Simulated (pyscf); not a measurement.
PySCF, gas phase, ωB97X-D3(BJ)/def2-SVP geometries.

Q: For the elementary gas-phase step H₂O + HO–Ti(OH)(OH)–F → HO–Ti(OH)(OH)–OH + HF (singlet surface; H–O, F–Ti broken, O–Ti, F–H formed), what barrier and reaction energy does ωB97M-D3(BJ)/def2-TZVP give, measured from the separated reactants?

A: ΔE‡ = 7.8 kcal/mol, ΔE = +13.2 kcal/mol. Zero-point energy shifts the barrier by +0.6 kcal/mol. It is a four-centre exchange, with an imaginary mode of 495i cm⁻¹. On the reactant side the descent ends in an adduct with a O–Ti contact, 12.1 kcal/mol under the separated species and 19.0 kcal/mol under the saddle at ωB97X-D3(BJ)/def2-TZVP. On the product side the descent ends in a bound adduct, 10.8 kcal/mol under the separated species and 4.7 kcal/mol under the saddle at ωB97X-D3(BJ)/def2-TZVP. At ωB97M-D3(BJ) the saddle lies under the separated products, which points to a path from their complex (located at ωB97X-D3(BJ) alone), and parting the products costs more than the saddle. What is counted as formed (O–Ti) is already present as a longer contact in the reactant adduct; forming that adduct is a step of its own. One saddle was located; it need not be the lowest between these sides.
